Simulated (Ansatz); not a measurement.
## Multireference treatment of C₂H₆, singlet

Program: Ansatz, Gaussian basis, development build. Basis cc-pVDZ, nonrelativistic, no frozen core. State-specific CASSCF; RHF is the lowest restricted (open-shell) Hartree–Fock solution met. Solutions may break the symmetry of the shape. The lowest solution met needn't be the lowest there is, nor hold the orbitals that a chemist would pick.

Geometry:

```json
{"atom": "C", "x (Å)": "0.0000", "y (Å)": "0.0000", "z (Å)": "0.7622"}
{"atom": "C", "x (Å)": "0.0000", "y (Å)": "0.0000", "z (Å)": "-0.7622"}
{"atom": "H", "x (Å)": "0.0000", "y (Å)": "1.0190", "z (Å)": "1.1572"}
{"atom": "H", "x (Å)": "-0.8824", "y (Å)": "-0.5095", "z (Å)": "1.1572"}
{"atom": "H", "x (Å)": "0.8824", "y (Å)": "-0.5095", "z (Å)": "1.1572"}
{"atom": "H", "x (Å)": "0.0000", "y (Å)": "-1.0190", "z (Å)": "-1.1572"}
{"atom": "H", "x (Å)": "-0.8824", "y (Å)": "0.5095", "z (Å)": "-1.1572"}
{"atom": "H", "x (Å)": "0.8824", "y (Å)": "0.5095", "z (Å)": "-1.1572"}
```

(1) What do CASSCF and its corrections give against RHF in CAS(2,2), and what are the occupations?

Answers

(1) CASSCF -0.424 eV, SC-NEVPT2 -8.339 eV; occupations 1.98, 0.02.
